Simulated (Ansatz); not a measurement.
What does this script print? It uses the Ansatz DFT code, driven from Python.

Script `run_methods.py`:
```python
'''AlH6OSi(-) at several levels of theory.'''

import ansatz as az


def main() -> None:
    geometry_ang = [
        ('Al', (1.3512, -0.4263, 0.0818)),
        ('O', (-0.0476, -0.3219, -1.108)),
        ('Si', (-1.3557, 0.3795, -0.2401)),
        ('H', (2.6162, -1.0714, -0.6485)),
        ('H', (1.7372, 1.0364, 0.5968)),
        ('H', (0.9417, -1.3457, 1.3231)),
        ('H', (-1.7306, -0.4727, 0.9003)),
        ('H', (-2.5166, 0.4945, -1.1348)),
        ('H', (-0.9958, 1.7276, 0.2294)),
    ]
    mol = az.Crystal.molecule()
    for symbol, xyz in geometry_ang:
        mol = mol.atom(symbol, xyz)

    calculation = mol.calculation().basis(gaussian='cc-pVDZ').charge(-1)

    methods = ['mp2', 'ccsd', 'ccsd_t']
    reports = [calculation.correlation(m).run(threads=1, pin='off').report for m in methods]
    print(f'Hartree-Fock reference {reports[0]["reference_energy_ev"] / 27.211386246:.6f} Ha')
    best = reports[-1]['free_energy_ev'] - reports[-1]['reference_energy_ev']
    for method, each in zip(methods, reports):
        gained = each['free_energy_ev'] - each['reference_energy_ev']
        print(f'{method:8s} total {each["free_energy_ev"] / 27.211386246:.6f} Ha  correlation {gained:9.4f} eV  ({100 * gained / best:.1f} % of the last)')


if __name__ == '__main__':
    main()
```

Output of `python run_methods.py`:
```text
Hartree-Fock reference -609.281090 Ha
mp2      total -609.671198 Ha  correlation  -10.6154 eV  (87.6 % of the last)
ccsd     total -609.716734 Ha  correlation  -11.8545 eV  (97.8 % of the last)
ccsd_t   total -609.726582 Ha  correlation  -12.1224 eV  (100.0 % of the last)
```

What to keep in mind:
- Total energies depend on the basis set; only differences at equal settings carry meaning.
- The geometry is a force-field or estimated start, not a minimum of this method, and the basis set is short of its limit. A lower total doesn't mark the better method: functionals have no common bound, and MP2 and coupled cluster aren't variational.
- Inner cores stay frozen, so this is valence correlation.
- For Al to Cl the sets with a tight d function, cc-pV(X+d)Z, are usual.
- Anions want diffuse functions, which this basis lacks.
- Timing: 7 s on 1 thread of Arm Neoverse V1, on a shared host, peak memory 0.27 GiB.
